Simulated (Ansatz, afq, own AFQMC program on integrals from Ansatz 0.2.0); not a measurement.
AFQMC on a folder of integrals that Ansatz 0.2.0 wrote.

```yaml
crystal:
  periodic: [false, false, false]
  atoms:
    - {symbol: B, position_ang: [0.000000, 0.000000, 0.115089]}
    - {symbol: B, position_ang: [0.000000, 0.000000, -1.407623]}
    - {symbol: H, position_ang: [0.000000, 0.000000, 1.292533]}
basis:
  gaussian: {orbitals: 6-31G}
magnetization: {spin_polarized: false, initial_magnetization: 1}
correlation: {method: ccsd_t, electrons: outside_noble_gas, hamiltonian_folder: ham}
```

```sh
$ ansatz run in.yaml --threads 1 --pin off --events-out ev --progress --plain --max-ram 16896MiB --backend cuda --devices 0, --max-vram 18GiB
```

Options of the walk:

```
--method phaseless --trial cisd --walkers 4000 --populations 20 --least-time 60 --time-step 0.005 --steps-per-block 50 --equilibration-blocks 28 --max-blocks 4000 --target-error 0.00016 --factor-cut 1e-05 --start spin_pure --seed 6129 --release-times 0.24,0.51,0.99,1.62,2.4 --release-step 0.03 --release-every 3 --taylor-order 6
```

Times are imaginary, in 1/Eh. The walk had a cap of 122 s. With eight or more populations the least sampling time is a fifth of least-time, and the error comes from their spread.

Log:

```
orbitals 18  electrons 4 3  factors 110 of 284
reference energy -49.70639474 Eh
CCSD correlation -0.10549563 Eh in 16 cycles, weight of the determinant in the CISD state 0.8803
energy of the start -49.811895 Eh
 block  time / (1/Eh)  mean weight  energy / Eh
     1     0.250  0.9999  -49.811243
     2     0.500  1.0001  -49.811489
     3     0.750  1.0000  -49.811943
     4     1.000  0.9998  -49.812517
     5     1.250  1.0000  -49.812800
    10     2.500  1.0001  -49.814664
    15     3.750  1.0000  -49.814823
    20     5.000  1.0000  -49.814618
    25     6.250  0.9999  -49.815430
    30     7.500  1.0000  -49.815652
    35     8.750  1.0001  -49.815497
    40    10.000  1.0000  -49.815476
    45    11.250  1.0001  -49.815453
    50    12.500  1.0001  -49.815191
    54    13.500  1.0001  -49.816966
    55    13.750  0.9998  -49.816079
    60    15.000  1.0001  -49.816507
    65    16.250  0.9999  -49.816136
    70    17.500  1.0001  -49.815730
    75    18.750  1.0002  -49.816331
    78    19.500  0.9999  -49.816266
error from the spread of 20 populations
released: time / (1/Eh)  energy / Eh  error  mean overlap
  0.24  -49.815948  0.000134  0.9976
  0.51  -49.816025  0.000110  0.9953
  0.99  -49.816121  0.000068  0.9957
  1.62  -49.816047  0.000059  0.9978
  2.40  -49.816240  0.000075  0.9996
energy -49.815876 +/- 0.000127 Eh
(rows thinned)
```

The run passed its tests (sampling time, drift between the halves within three errors, error under three times the target), which doesn't prove that it has relaxed. The second half of the sampling lies below the first by 2.4 errors of their difference, so the energy may still be moving and its error bar be too small.

Against this walk (error 3.4 meV) on the same determinant: CCSD(T) 21.8 meV higher, CCSDT(Q) 114.8 meV lower, CCSDTQ 111.6 meV lower, full CI (a separate run on its own orbitals, whose frozen core shifts it by up to a few meV) 113.1 meV lower. The error is statistical and leaves out the bias of the constraint. The released energies move by 1.5 errors or more from one time to the next (meV from the phaseless value at times in 1/Eh: -2 ± 4 at 0.24, -4 ± 3 at 0.51, -6.7 ± 1.9 at 0.99, -4.7 ± 1.6 at 1.62, -9.9 ± 2.0 at 2.40), so they give no level. Full CI is exact here, so the walk's 113 meV above it is the walk's own error: the bias of the constraint with this trial, or a walk that hasn't relaxed. The determinant is a poor start (see the cautions), so the low cluster orders aren't to be relied on, and full CI is the sure value.

Cautions: constraint bias not in the error; a spin-contaminated unrestricted determinant lies lower (UHF 999 meV lower, ⟨S²⟩ 1.75); the CCSDT(Q) amplitudes may be one of several solutions (largest double 0.83); the CCSDTQ amplitudes may be one of several solutions (largest double 0.98); the determinant fills πx and πy unequally, so it mixes two states of the linear molecule, and each level undoes that mixture to a different degree, while full CI gives the lower state; full CI with its own frozen core; a state of higher spin lies lower (by 1.24 eV).

The walk took 23 s on 1 × NVIDIA H100 80GB HBM3 with 2 threads of AMD EPYC 7R13 Processor (Zen 3), with other jobs on the host (the card was shared). The log's last line is the phaseless energy.

CCSDT and higher add their correlation energy to the determinant of the CCSD(T) run, since their own runs factorise the integrals more tightly (a shift of under 2 meV).
